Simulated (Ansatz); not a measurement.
Relaxed structures of BSiNH4, singlet (PBE0-D4/def2-TZVP; forces vanish, vibrations not checked; lower isomers may exist, and structures with a doubtful reference or unclear bonds are left out; Å). Program: Ansatz 0.2.0. Basis: def2-TZVPP. Cores are frozen in the correlated methods.

Question: Rank them by CCSD(T) energy, lowest first, and give each one's height above the lowest. Links in brackets join atoms within 1.22 times the sum of their covalent radii (1.1 for two metals). (To be estimated.)
A.
BSiNH₄ ([BH][SiH][NH2])
```
7
angstrom
B -1.1156 0.7948 -0.4168
Si 0.4497 0.4477 0.4816
N 1.2848 -1.0470 0.4250
H 2.1248 -1.1578 -0.1201
H -2.2602 0.9136 -0.6862
H 1.2862 1.5728 0.9488
H 0.7683 -1.9081 0.4895
```
B.
BSiNH₄ ([BH3][Si][NH])
```
7
angstrom
B -1.4025 0.3680 -0.5761
Si 0.2956 -0.4050 0.0921
N 1.6038 -1.0027 0.6085
H -1.6013 -0.3226 -1.5445
H -1.0679 1.5073 -0.7864
H -2.1237 0.1847 0.3730
H 2.4574 -1.3926 0.9454
```
C.
BSiNH₄ ([BH2][SiH][NH])
```
7
angstrom
B -1.1628 0.3886 -0.7649
Si 0.4353 0.1573 0.4112
N 1.1515 -1.2844 0.3887
H -1.5179 -0.5393 -1.4224
H -1.7613 1.4202 -0.8236
H 0.8874 1.3145 1.2451
H 1.9679 -1.4568 0.9658
```
D.
BSiNH₄ ([BH2][NH][SiH])
```
7
angstrom
B -0.9206 0.3446 -0.5903
Si 1.0092 -1.4840 0.1959
N 0.2181 0.0718 0.2021
H -1.3451 -0.5333 -1.2848
H -1.4341 1.4251 -0.5574
H 0.5694 0.8195 0.7854
H 2.0855 -1.0810 1.2142
```

Answer: The calculation gives: D (0.000 eV), B (1.337 eV), C (1.964 eV), A (2.529 eV). Heights count from the lowest.

No T1 diagnostic of these runs exceeds 0.020. The restricted Hartree–Fock reference is unstable towards an unrestricted one at one or more of these structures.

For scale, one of the runs: CCSD(T)/def2-TZVPP, 160 basis functions, launched by `ansatz run in.yaml --threads 2 --pin off --events-out ev --progress --plain --max-ram 4352MiB`. Time: 13 s of wall clock on 2 CPU threads of an Arm Neoverse V2; the host was shared. Peak host memory: 1.1 GiB.
